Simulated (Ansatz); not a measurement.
Relaxation of BClH2 (4 atoms, charge 0, multiplicity 1), to a largest force component of 0.03 eV/Å in at most 50 steps.

The calculation used RKS r2SCANh-D4/def2-SVPD in Ansatz 0.2.0.

```xyz
4
Properties=species:S:1:pos:R:3
B 0.341 0.000 0.041
Cl 0.742 0.000 1.811
H 1.270 0.000 -0.706
H -0.817 0.000 -0.260
```

Q: Where does it end, and by what steps?

A: The forces met the threshold. After 3 steps the energy has fallen by 0.049 eV; Cl2 moved furthest, 0.04 Å.

| step | energy less start (eV) | largest force component (eV/Å) | accepted |
| --- | --- | --- | --- |
| 0 | 0.0000 | 1.360 | yes |
| 1 | -0.0338 | 0.837 | yes |
| 2 | -0.0488 | 0.105 | yes |
| 3 | -0.0491 | 0.007 | yes |

```xyz
4
Properties=species:S:1:pos:R:3
B 0.350 0.000 0.069
Cl 0.726 0.000 1.774
H 1.264 0.000 -0.706
H -0.804 0.000 -0.250
```

Time of the run: 4.2 s on 2 threads of Arm Neoverse V2 (shared host), peak memory 0.12 GiB.
